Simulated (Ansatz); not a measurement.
# NH2O+ (triplet): the correlation ladder, cc-pVTZ

How much of the correlation energy of NH2O+ (triplet) does each wave-function method recover here?

Method: cc-pVTZ, correlated electrons: outside noble gas; program: Ansatz 0.2.0, Gaussian basis.

The runs, in order: UHF; CCSD(T) on ROHF; CCSD(T) on UHF; BCCD(T) on ROHF; CCSDT(Q) on ROHF; CCSDT(Q) on UHF; CASSCF and MRCISD+Q, 12 electrons in 10 orbitals; CASSCF and NEVPT2, 12 electrons in 10 orbitals.

### Step 1. The system

The geometry is a PBE0/def2-TZVP stationary point (not a proven minimum) of the parent state, kept for this charge and spin.

4 atoms, charge 1, spin multiplicity 3.

Atoms are counted from 1 here; the program's logs count them from 0.

Bond lengths: N1–O2 1.354 Å, N1–H3 1.026 Å, O2–H4 0.964 Å. Angles: O2–N1–H3 101.2°, N1–O2–H4 104.4°.

In the tables R marks a restricted open-shell determinant and U an unrestricted one; 'valence' is the active space of 12 electrons in 10 orbitals; correlation energies count from the lowest restricted Hartree-Fock solution.

### Step 2. UHF

File in.yaml:

```yaml
crystal:
  periodic: [false, false, false]
  atoms:
    - {symbol: N, position_ang: [0.000000, -0.176115, 0.698274]}
    - {symbol: O, position_ang: [0.000000, 0.150778, -0.615224]}
    - {symbol: H, position_ang: [0.000000, 0.752120, 1.135262]}
    - {symbol: H, position_ang: [0.000000, -0.698120, -1.073059]}
basis:
  gaussian: {orbitals: cc-pVTZ}
total_charge: 1
magnetization: {spin_polarized: true, initial_magnetization: 2}
hamiltonian: {xc: hf}
output: {orbitals: {seedname: orbitals}}
```

Command:

```
$ ansatz run in.yaml --threads 1 --pin off --events-out ev --progress --plain --max-ram 2816MiB --backend cpu
```

Further steps of the session: CCSD(T) on ROHF; CCSD(T) on UHF; BCCD(T) on ROHF; CCSDT(Q) on ROHF; CCSDT(Q) on UHF; CASSCF and MRCISD+Q, 12 electrons in 10 orbitals; CASSCF and NEVPT2, 12 electrons in 10 orbitals.

Q: Predict the results of all the runs planned. Wanted: correlation energy, UCCSDT(Q); RMP2 from UCCSDT(Q); UMP2 from UCCSDT(Q); RCCSD from UCCSDT(Q); RCCSD(T) from UCCSDT(Q); UCCSD(T) from UCCSDT(Q); RCCSDT(Q) from UCCSDT(Q); NEVPT2 valence from UCCSDT(Q); MRCISD+Q valence from UCCSDT(Q).

As calculated:

```
                                      quantity                      value
                 correlation energy, UCCSDT(Q)                -11.7635 eV
                           RMP2 from UCCSDT(Q)            +24.42 kcal/mol
                           UMP2 from UCCSDT(Q)            +24.04 kcal/mol
                          RCCSD from UCCSDT(Q)            +11.89 kcal/mol
                       RCCSD(T) from UCCSDT(Q)             +1.28 kcal/mol
                       UCCSD(T) from UCCSDT(Q)             +1.29 kcal/mol
                      RCCSDT(Q) from UCCSDT(Q)             +0.26 kcal/mol
                 NEVPT2 valence from UCCSDT(Q)            +29.55 kcal/mol
               MRCISD+Q valence from UCCSDT(Q)             +3.14 kcal/mol
levels of the table within 1 kcal/mol (43 meV)  RCCSDT, UCCSDT, RCCSDT(Q)
                                 T1 diagnostic                      0.046
                effectively unpaired electrons                       2.03
```

RCCSD(T) lands +1.28 kcal/mol from the yardstick (0.5 % of the correlation energy). The occupations are near whole numbers, but T1 = 0.046 shows that the orbitals relax strongly. Of the multireference levels listed MRCISD+Q valence comes nearest in total energy (+3.14 kcal/mol), which doesn't show that its space is the better one. These misses are within one basis, not against nature; the frozen cores of restricted and unrestricted runs differ, which can shift their rows.
